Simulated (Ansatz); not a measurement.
## C–O–SiH⁺, quintet: reading a ladder of total energies

Geometry: that of the C–O–SiH, quartet, kept fixed. The triplet lies 3.9 eV lower here.

```xyz
4

C     0.0000    0.3330    1.7224
O     0.0000   -0.3122    0.6305
Si    0.0000   -0.0152   -1.0422
H     0.0000    1.4114   -1.4926
```

Basis cc-pVDZ; Ansatz 0.2.0. Only valence electrons are correlated (noble-gas cores frozen), which leaves 14 electrons in 44 orbitals. R marks a restricted (for open shells ROHF) determinant, U an unrestricted one.

Full CI isn't at hand for all of this; UCCSDT(Q) serves as the reference, and is uncertain by the last step of the cluster series or more.

UCCSD has a T1 diagnostic of 0.039 and a largest doubles amplitude of 0.06.

Runs differ by some tens of microhartree through their thresholds and, for an open shell, their frozen cores, so steps under 0.03 kcal/mol mean nothing.

Here the R and U totals at CCSDT(Q) differ by 0.24 kcal/mol, a measure of how far such totals hang on the determinant and its frozen core.

| level | total energy (hartree) |
| --- | --- |
| UHF | -401.728161 |
| UMP2 | -402.021780 |
| UCCSD | -402.047979 |
| UCCSD(T) | -402.058699 |
| UCCSDT | -402.060351 |
| UCCSDT(Q) | -402.061583 |

Problem. What is the correlation energy at UCCSDT(Q), and what share of it do UMP2 and UCCSD recover?

Solution. E(corr) = -402.061583 − (-401.728161) = -0.333422 hartree = -9.073 eV. UMP2: -0.293619 / -0.333422 = 88.06 %. UCCSD: -0.319818 / -0.333422 = 95.92 %.

Problem. By how many kcal/mol does UCCSD(T) miss UCCSDT(Q) (1 hartree = 627.509 kcal/mol), and which steps make up the rest?

Solution. -402.058699 − (-402.061583) = 0.002884 hartree = 1.81 kcal/mol. Steps: UCCSDT − UCCSD(T) = -1.04, UCCSDT(Q) − UCCSDT = -0.77 kcal/mol. Differences between like states or geometries often cancel part of this.
